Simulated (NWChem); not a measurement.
Species: allene (C3H4); SMILES C=C=C

All runs: NWChem. Pople sets run with spherical d functions. Each level has its own optimisation; frequencies are unscaled.

```csv
level,r C–C (Å),r C–H (Å),highest harmonic frequency (cm⁻¹),lowest (cm⁻¹),zero-point energy (kcal/mol)
Hartree-Fock/6-31G*,___,___,___,___,___
B3LYP/6-31G*,1.307,1.088,3219,386,34.8
PBE-D3(BJ)/def2-SVP,1.316,1.103,3144,359,33.4
```

Q: What belongs in the gaps?

A: 
- Hartree-Fock/6-31G*, r C–C (Å): 1.296
- Hartree-Fock/6-31G*, r C–H (Å): 1.076
- Hartree-Fock/6-31G*, highest harmonic frequency (cm⁻¹): 3406
- Hartree-Fock/6-31G*, lowest (cm⁻¹): 410
- Hartree-Fock/6-31G*, zero-point energy (kcal/mol): 37.3
